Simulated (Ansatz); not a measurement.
**Relaxing Sc₂Cr**

Level of theory: DFT PBE, scalar-relativistic, plane waves, PAW in Ansatz 0.2.0. Cutoff 420 eV, Γ-centred k mesh, Gaussian smearing, collinear spin, first started from parallel moments.

A relaxed cell is given with its space group left out.

```xyz
6
Lattice="0.0000 4.0605 4.0605 4.0605 0.0000 4.0605 4.0605 4.0605 0.0000" Properties=species:S:1:pos:R:3 pbc="T T T"
Sc    5.0757    5.0757    5.0757
Sc    5.0757    3.0454    3.0454
Sc    3.0454    3.0454    5.0757
Sc    3.0454    5.0757    3.0454
Cr    0.0000    0.0000    0.0000
Cr    2.0303    2.0303    2.0303
```

Energies over the elements count from the elements' standard structures at the same level, with no empirical corrections.

**Question.** What space group does it have?

**Answer.** Fd-3m (No. 227). Conventional cell: a = 8.121 Å. Sc has 6 Sc at 2.87 Å and 6 Cr at 3.37 Å; Cr has 12 Sc at 3.37 Å and 4 Cr at 3.52 Å.

**Question.** How far does it lie from the elements in energy?

**Answer.** 0.74 eV/atom.

**Question.** Is it a metal?

**Answer.** Yes, bands cross the Fermi level on the 8×8×8 mesh.

**Question.** What net moment does it keep?

**Answer.** 1.17 μB per atom, with site moments up to 3.87 μB.

The final run used a 8×8×8 mesh on its 6-atom cell and 0.10 eV smearing. For metals, differences of a few meV/atom aren't resolved. The cell came from a trial start, so Sc₂Cr may not exist in this structure.

Cost: 3 runs of about 1.2 core-minutes in all, on Intel Xeon 6975P-C (Granite Rapids) (shared hosts).